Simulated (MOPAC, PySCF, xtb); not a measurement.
Dimer: C6H6 (SMILES c1ccccc1) (first 12 atoms) with H2O (SMILES O); geometry from S66by8 set.
(charge 0, multiplicity 1):
```xyz
15

C      0.8331    -0.6040    -1.2076
H      0.9492    -1.1317    -2.1441
C      0.5309     0.7569    -1.2079
H      0.4100     1.2841    -2.1441
C      0.3803     1.4378     0.0000
H      0.1445     2.4930     0.0000
C      0.5309     0.7569     1.2079
H      0.4100     1.2841     2.1441
C      0.8331    -0.6040     1.2076
H      0.9492    -1.1317     2.1441
C      0.9846    -1.2841     0.0000
H      1.2215    -2.3393     0.0000
O     -3.0145    -0.2997     0.0000
H     -2.8497    -1.2444     0.0000
H     -2.1272     0.0719     0.0000
```

Interaction energies are E(AB) − E(A) − E(B) at the monomers' geometry in the complex; basis-set methods are counterpoise corrected. Rows marked so take none.

Rows in 6-31G* carry no dispersion term and start afresh at each structure (6-31G* with six Cartesian d functions). The state that AM1, PM3 reach isn't checked.

Programs: MOPAC for AM1, PM3 (differences of heats of formation); PySCF for 6-31G* rows; xtb for the GFN methods. 

Question: One of these levels gives -14.1 kJ/mol for the interaction energy. Which one is it?
A. GFN-FF
B. PM3
C. AM1
D. HF/6-31G* (no counterpoise)

Answer: A, GFN-FF. The others give -2.3 (AM1), -4.5 (PM3), -10.3 (HF/6-31G* (no counterpoise))
